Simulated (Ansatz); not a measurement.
# PH₃⁻, doublet in aug-cc-pVTZ: errors against UCCSDT(Q)

Geometry: a point of a stretch scan, not a stationary point.

```xyz
4

P     0.0090    0.0149   -0.0780
H     1.1975   -0.0019    0.7330
H    -0.6233    1.0311    0.7209
H    -0.8498   -1.4867    0.9418
```

Basis aug-cc-pVTZ; Ansatz 0.2.0. Only valence electrons are correlated (noble-gas cores frozen), which leaves 9 electrons in 114 orbitals. R marks a restricted (for open shells ROHF) determinant, U an unrestricted one. Active spaces: valence = (9e, 7o) chosen from the atoms' valence shells. This anion state lies near or above the neutral species, so the extra electron is weakly bound or unbound and the energies hang on the diffuse functions.

Full CI isn't at hand for all of this; UCCSDT(Q) serves as the reference, and is uncertain by the last step of the cluster series or more. The frozen core follows each run's orbitals, which can shift R against U totals by a few meV.

* UHF ⟨S²⟩: 0.767
* T1 diagnostic (RCCSD): 0.0384
* largest doubles amplitude (RCCSD): 0.037
* T1 diagnostic (UCCSD): 0.0216

| level | E − E(RHF) (eV) |
| --- | --- |
| UHF | -0.0575 |
| RMP2 | -5.3279 |
| UMP2 | -5.3499 |
| RCCSD | -6.1258 |
| UCCSD | -6.1317 |
| RCCSD(T) | -6.4147 |
| UCCSD(T) | -6.4158 |

(1) Estimate how far UCCSDT(Q) in aug-cc-pVTZ lies from RCCSD(T). The table doesn't fix it; the size of (T) and the diagnostics are the guide.

(1) UCCSDT(Q) in aug-cc-pVTZ lies 4.7 kJ/mol below RCCSD(T), which is 17 % of the (T) step (-27.9 kJ/mol). T1 is raised, but (T) still catches most of what CCSD lacks. The miss exceeds 1 kcal/mol.

The other levels:

```tsv
level	E − E(UCCSDT(Q)) (kJ/mol)	share of correlation (%)	wall time
BCCD(T)	4.4	99.29	13 s (H100)
RCCSDT	1.6	99.74	–
UCCSDT	1.6	99.75	–
RCCSDT(Q)	0.1	99.99	46 s (H100)
CASSCF (valence space)	536.6	13.95	–
NEVPT2 (valence space)	150.7	75.83	7.5 s (H100)
```

The correlation energy at UCCSDT(Q), counted from RHF, is -6.463 eV. That run took 39 s on 2 threads of AMD EPYC 7R13 with a shared H100 80 GB, shared host.

Times hold each run's SCF and search for its determinant on a shared host, so for small cases they say little of a method's own cost. Some runs computed forces too.

Natural occupations of CASSCF (valence space) about the gap: 2.000 1.996 1.978 1.973 1.000 0.030 0.024; effectively unpaired electrons, Σ n²(2−n)², 1.01.
